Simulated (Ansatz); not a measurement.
# Other spins and charges of H$_{2}$B–CH$_{2}$, doublet at one geometry

Geometry (PBE0/def2-TZVP stationary point for this spin, not checked as a minimum):

```xyz
6

B     0.0000    0.0000    0.7949
C     0.0000    0.0000   -0.7284
H     0.0720    1.0312    1.3984
H    -0.0720   -1.0312    1.3984
H    -0.0818    0.9074   -1.3217
H     0.0818   -0.9074   -1.3217
```

Basis cc-pVDZ; Ansatz 0.2.0. Only valence electrons are correlated (noble-gas cores frozen). R marks a restricted (for open shells ROHF) determinant, U an unrestricted one.

Gaps are energies of the second state less the first, at fixed atoms, for a selection of the levels run; each method lands on the state that its own search finds for that charge and spin.

HF rows: RHF is the determinant under the cluster runs, UHF is the lowest solution found. Coupled cluster chose its determinant by a search with trial CCSD, here up to 0.08 eV above the lowest Hartree–Fock solution of its kind, and MP2 stands on that determinant too. For open shells CISD is restricted-active-space CI with the open shells as a complete middle space.

Problem. PBE gives 11.404 eV for removing an electron, to the triplet. Estimate what UCCSDT(Q) gives in cc-pVDZ.

Solution. UCCSDT(Q) in cc-pVDZ gives 11.924 eV, so against it PBE is off by -0.520 eV, of which a good part can be the reference's own basis and frozen-core error.

```json
{"level": "UHF", "gap (eV)": "11.478", "error (meV)": "-446"}
{"level": "RMP2", "gap (eV)": "11.939", "error (meV)": "15"}
{"level": "RCCSD", "gap (eV)": "11.982", "error (meV)": "58"}
{"level": "RCCSD(T)", "gap (eV)": "11.942", "error (meV)": "18"}
{"level": "UCCSDT", "gap (eV)": "11.929", "error (meV)": "5"}
{"level": "RCCSDT(Q)", "gap (eV)": "11.925", "error (meV)": "1"}
{"level": "r2SCAN", "gap (eV)": "11.575", "error (meV)": "-349"}
{"level": "B3LYP", "gap (eV)": "11.758", "error (meV)": "-166"}
{"level": "B2PLYP", "gap (eV)": "11.821", "error (meV)": "-103"}
{"level": "RPA-PBE", "gap (eV)": "11.842", "error (meV)": "-82"}
```

Quartet less doublet: 6.661 eV at UCCSDT(Q).

```csv
level,gap (eV),error (meV)
RMP2,6.687,26
RCCSD,6.696,35
UCCSD,6.692,31
RCCSDT,6.664,3
UCCSDT,6.664,3
RCCSDT(Q),6.662,1
r2SCAN,6.007,-654
B3LYP,6.381,-280
B2PLYP,6.570,-91
RPA-PBE,6.530,-131
```

Problem. PBE gives 10.532 eV for removing an electron, to the singlet. Estimate what UCCSDT(Q) gives in cc-pVDZ.

Solution. UCCSDT(Q) in cc-pVDZ gives 10.228 eV, so against it PBE is off by 0.304 eV, of which a good part can be the reference's own basis and frozen-core error.

| level | gap (eV) | error (meV) |
| --- | --- | --- |
| RHF | 9.458 | -770 |
| UMP2 | 10.263 | 35 |
| CISD | 10.102 | -126 |
| RCCSD(T) | 10.223 | -5 |
| BCCD(T) | 10.223 | -5 |
| UCCSDT | 10.225 | -3 |
| BLYP | 10.295 | 67 |
| r2SCAN | 10.695 | 467 |
| B3LYP | 10.486 | 258 |
| B2PLYP | 10.346 | 118 |

In so small a basis the reference is far from its limit while semilocal and hybrid functionals are nearer theirs (RPA and double hybrids share part of the reference's basis error), so the functionals' errors here hold much of the reference's basis and frozen-core error, which can add to them or hide them.

Full CI isn't at hand for all of this; UCCSDT(Q) serves as the reference, and is uncertain by the last step of the cluster series or more. The frozen core follows each run's orbitals, which can shift R against U totals by a few meV.
